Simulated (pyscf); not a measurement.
# Addition across a multiple bond or ene-type step: O=V(F)(F)–F + hydrogen chloride (HCl) -> HO–V(F)(F)(F)–Cl

Gas phase, singlet surface, charge 0. Bonds broken: Cl6–H7. Bonds formed: O1–H7, V2–Cl6. PySCF, gas phase, ωB97X-D3(BJ)/def2-SVP geometries.

Transition state (Å):

```xyz
7

O     -1.8565    -0.3297     0.0616
V     -0.3792     0.1271    -0.4847
F      0.3638     1.4020     0.3260
F     -0.7791     0.9988    -1.8758
F      0.5274    -1.0582    -1.2636
Cl     0.0743    -1.1887     1.6104
H     -1.4970    -0.8691     0.9413
```

One imaginary mode, 720i cm⁻¹; descent along it reached the two sides named, in the forms told below.

```
bond    change  reactant side (Å)  saddle  product side
------  ------  -----------------  ------  ------------
Cl6–H7  breaks              1.285   1.738         2.467
O1–H7    forms                2.6   1.093         0.971
V2–Cl6   forms                3.3   2.515         2.249
```

Electronic energies relative to the separated reactants (eV):

| level | barrier | reaction energy | reverse barrier |
|---|---|---|---|
| ωB97X-D3(BJ)/def2-TZVP | 1.09 | +0.56 | 0.53 |
| PBE/def2-TZVP | 0.83 | +0.36 | 0.47 |
| r²SCAN/def2-TZVP | 0.77 | +0.21 | 0.56 |
| B3LYP-D3(BJ)/def2-TZVP | 1.02 | +0.42 | 0.59 |
| PBE0-D3(BJ)/def2-TZVP | 0.96 | +0.43 | 0.52 |
| M06-2X/def2-TZVP | 1.06 | +0.47 | 0.59 |
| ωB97M-D3(BJ)/def2-TZVP | 1.20 | +0.67 | 0.52 |

With ωB97M-D3(BJ)/def2-TZVP energies and thermal terms (ideal gas, 1 atm, RRHO with modes under 100 cm⁻¹ raised to 100, one conformer, R ln 2 for chiral ones without a mode under 150 cm⁻¹), in eV:

```tsv
T (K)	ΔH‡	ΔG‡	ΔH	ΔG
298	1.17	1.61	+0.78	+1.19
600	1.17	2.05	+0.80	+1.60
900	1.19	2.48	+0.84	+1.99
1200	1.20	2.91	+0.87	+2.37
```

On the product side the descent ends in a point that may be a rotor saddle (no frequency run), 0.12 eV over the lowest minimum found and 0.41 eV under the saddle at ωB97X-D3(BJ)/def2-TZVP. The same reactants have a lower exit, to O=V(F)(F)–Cl + HF (barrier +0.62 eV at ωB97M-D3(BJ)/def2-TZVP, against +1.20 eV here). One saddle was located; it need not be the lowest between these sides.
